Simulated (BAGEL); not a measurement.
**C4H4F (SMILES C=C1[CH]C1F) at UHF/STO-3G (density fitting with qzvpp-jkfit)**

What is the vertical ionisation energy of C4H4F at UHF/STO-3G (density fitting with qzvpp-jkfit)? 

The results are computed with BAGEL 1.2.2.

2 further runs of the same task are left out: 2 set aside as unsound or not needed.

### 1 Starting point

C4H4F: 9 atoms, total charge 0, spin state doublet. As SMILES, `C=C1[CH]C1F`. Geometry: relaxed at GFN2-xTB.

Bond lengths: C1–C2 1.347 Å, C2–C3 1.363 Å, C2–C4 1.488 Å, C3–C4 1.468 Å, C4–F5 1.385 Å, C1–H6 1.076 Å, C1–H7 1.076 Å, C3–H8 1.061 Å, C4–H9 1.086 Å. Some angles: C1–C2–C3 151.9°, C1–C2–C4 146.3°, C3–C2–C4 61.8°, C2–C3–C4 63.3°, C2–C4–C3 54.9°, C2–C4–F5 119.6°, C3–C4–F5 119.1°, C2–C1–H6 120.8°, C2–C1–H7 121.2°, C2–C3–H8 148.7°.

### 2 A single-point energy at UHF/STO-3G (density fitting with qzvpp-jkfit)

File hf.json:

```json
{ "bagel": [

{
  "title": "molecule",
  "basis": "sto-3g",
  "df_basis": "qzvpp-jkfit",
  "angstrom": "true",
  "geometry": [
    { "atom": "C", "xyz": [       0.294520,       0.960460,       1.250630 ] },
    { "atom": "C", "xyz": [       0.028180,       0.040610,       0.303050 ] },
    { "atom": "C", "xyz": [      -0.457860,      -1.167960,      -0.096490 ] },
    { "atom": "C", "xyz": [       0.111710,      -0.308170,      -1.141230 ] },
    { "atom": "F", "xyz": [      -0.737820,       0.309490,      -2.043750 ] },
    { "atom": "H", "xyz": [       0.122100,       0.745520,       2.290540 ] },
    { "atom": "H", "xyz": [       0.681980,       1.930030,       0.992320 ] },
    { "atom": "H", "xyz": [      -1.093960,      -1.996380,       0.090790 ] },
    { "atom": "H", "xyz": [       1.051150,      -0.513590,      -1.645860 ] }
  ]
},

{
  "title": "uhf",
  "nopen": 1
},

{
  "title": "print",
  "file": "orbitals.molden",
  "orbitals": "true"
}

]}
```

Launch:

```sh
$ BAGEL_NUM_THREADS=1 BAGEL hf.json > hf.out
```

Standard output:

```text
* using 1 threads per process

  ===============================================================
  ===============================================================

  *** Geometry ***

  { "atom" : "C", "xyz" : [      0.556562,      1.815006,      2.363348 ] },
  { "atom" : "C", "xyz" : [      0.053252,      0.076742,      0.572682 ] },
  { "atom" : "C", "xyz" : [     -0.865230,     -2.207125,     -0.182340 ] },
  { "atom" : "C", "xyz" : [      0.211101,     -0.582357,     -2.156612 ] },
  { "atom" : "F", "xyz" : [     -1.394278,      0.584851,     -3.862128 ] },
  { "atom" : "H", "xyz" : [      0.230736,      1.408829,      4.328493 ] },
  { "atom" : "H", "xyz" : [      1.288755,      3.647228,      1.875213 ] },
  { "atom" : "H", "xyz" : [     -2.067285,     -3.772611,      0.171568 ] },
  { "atom" : "H", "xyz" : [      1.986386,     -0.970544,     -3.110225 ] },

  Number of auxiliary basis functions:      449

  Since a DF basis is specified, we compute 2- and 3-index integrals:
    o Being stored without compression. Storage requirement is 0.003 GB

  Number of basis functions:       29
  Number of electrons      :       37

    * METHOD: MOLECULE                             0.15

  *** Open-shell HF ***

  === Nuclear Repulsion ===
   153.2747778063

      * DIIS with orbital gradients will be used.

  === UHF iteration (sto-3g) ===
      0       -249.71650267          0.03041077           0.03
      1       -249.80947404          0.00792904           0.03
      2       -249.82473711          0.00257364           0.03
      3       -249.83031723          0.00099834           0.03
      4       -249.83443093          0.00037488           0.03
      5       -249.83598613          0.00018692           0.03
      6       -249.83650955          0.00005010           0.03
      7       -249.83654160          0.00002030           0.03
      8       -249.83654961          0.00000816           0.03
      9       -249.83655138          0.00000363           0.03
     10       -249.83655175          0.00000136           0.03
     11       -249.83655179          0.00000063           0.03
     12       -249.83655180          0.00000034           0.03
     13       -249.83655181          0.00000017           0.03
     14       -249.83655181          0.00000009           0.03
     15       -249.83655181          0.00000004           0.03
     16       -249.83655181          0.00000002           0.03
     17       -249.83655181          0.00000001           0.03
    * SCF iteration converged.

    * S^2 (UHF) is 1.0307

    * Permanent dipole moment:
           (   -0.202166,     0.188345,    -0.464296) a.u.

    * METHOD: UHF                                  0.56

    * METHOD: PRINT                                0.00

  ===============================================================
```

Run time: 0.82 s. Hardware: 1 thread of Arm Neoverse V1, shared host.

### 3 The singlet cation, same level

File job.json:

```json
{ "bagel" : [

{
  "title" : "molecule",
  "basis" : "sto-3g",
  "df_basis" : "qzvpp-jkfit",
  "angstrom" : true,
  "geometry" : [
    { "atom" : "C", "xyz" : [    0.294520,    0.960460,    1.250630 ] },
    { "atom" : "C", "xyz" : [    0.028180,    0.040610,    0.303050 ] },
    { "atom" : "C", "xyz" : [   -0.457860,   -1.167960,   -0.096490 ] },
    { "atom" : "C", "xyz" : [    0.111710,   -0.308170,   -1.141230 ] },
    { "atom" : "F", "xyz" : [   -0.737820,    0.309490,   -2.043750 ] },
    { "atom" : "H", "xyz" : [    0.122100,    0.745520,    2.290540 ] },
    { "atom" : "H", "xyz" : [    0.681980,    1.930030,    0.992320 ] },
    { "atom" : "H", "xyz" : [   -1.093960,   -1.996380,    0.090790 ] },
    { "atom" : "H", "xyz" : [    1.051150,   -0.513590,   -1.645860 ] }
  ]
},
{
  "title" : "hf",
  "charge" : 1
},
{
  "title" : "print",
  "file" : "orbitals.molden",
  "orbitals" : true
}

]}
```

Launch:

```sh
$ BAGEL_NUM_THREADS=1 BAGEL job.json > job.out
```

Standard output:

```text
* using 1 threads per process

  ===============================================================
  ===============================================================

  *** Geometry ***

  { "atom" : "C", "xyz" : [      0.556562,      1.815006,      2.363348 ] },
  { "atom" : "C", "xyz" : [      0.053252,      0.076742,      0.572682 ] },
  { "atom" : "C", "xyz" : [     -0.865230,     -2.207125,     -0.182340 ] },
  { "atom" : "C", "xyz" : [      0.211101,     -0.582357,     -2.156612 ] },
  { "atom" : "F", "xyz" : [     -1.394278,      0.584851,     -3.862128 ] },
  { "atom" : "H", "xyz" : [      0.230736,      1.408829,      4.328493 ] },
  { "atom" : "H", "xyz" : [      1.288755,      3.647228,      1.875213 ] },
  { "atom" : "H", "xyz" : [     -2.067285,     -3.772611,      0.171568 ] },
  { "atom" : "H", "xyz" : [      1.986386,     -0.970544,     -3.110225 ] },

  Number of auxiliary basis functions:      449

  Since a DF basis is specified, we compute 2- and 3-index integrals:
    o Being stored without compression. Storage requirement is 0.003 GB

  Number of basis functions:       29
  Number of electrons      :       37

    * METHOD: MOLECULE                             0.15

  *** RHF ***

  === Nuclear Repulsion ===
   153.2747778063

      * DIIS with orbital gradients will be used.

  === RHF iteration (sto-3g) ===
      0       -249.44276581          0.01971045           0.01
      1       -249.56631111          0.00490507           0.01
      2       -249.57488836          0.00163580           0.01
      3       -249.57625983          0.00051960           0.01
      4       -249.57640982          0.00023784           0.01
      5       -249.57645260          0.00009513           0.01
      6       -249.57645949          0.00004591           0.01
      7       -249.57646105          0.00002035           0.01
      8       -249.57646137          0.00000606           0.01
      9       -249.57646139          0.00000292           0.01
     10       -249.57646140          0.00000126           0.01
     11       -249.57646140          0.00000046           0.01
     12       -249.57646140          0.00000021           0.01
     13       -249.57646140          0.00000011           0.01
     14       -249.57646140          0.00000006           0.01
     15       -249.57646140          0.00000002           0.01
     16       -249.57646140          0.00000001           0.01
     17       -249.57646140          0.00000001           0.01
    * SCF iteration converged.

    * Permanent dipole moment:
           (   -0.415430,     0.335603,    -1.768430) a.u.

    * METHOD: HF                                   0.31

    * METHOD: PRINT                                0.00

  ===============================================================
```

It took 0.58 s on 1 thread of Arm Neoverse V1, shared host.

### 4 Outcome

Level: UHF/STO-3G (density fitting with qzvpp-jkfit).

| quantity | value |
| --- | --- |
| doublet C4H4F: total energy | -249.83655 Eh |
| doublet C4H4F: dipole moment | 1.37 D |
| doublet C4H4F: ⟨S²⟩ | 1.031 |
| singlet cation: total energy | -249.57646 Eh |
| singlet cation: HOMO energy | -16.58 eV |
| singlet cation: LUMO energy | -5.16 eV |
| singlet cation: HOMO–LUMO gap | 11.42 eV |
| vertical ionisation energy (to the singlet cation) | 7.077 eV |

**Reading.** The vertical ionisation energy comes to 7.08 eV (163 kcal/mol). Only the singlet of the ionised species was computed; a triplet could lie lower. In a minimal basis such a difference can be off by several eV, whatever the method. ⟨S²⟩ (doublet C4H4F) is 1.03 where a pure doublet has 0.75: the reference is spin-contaminated.
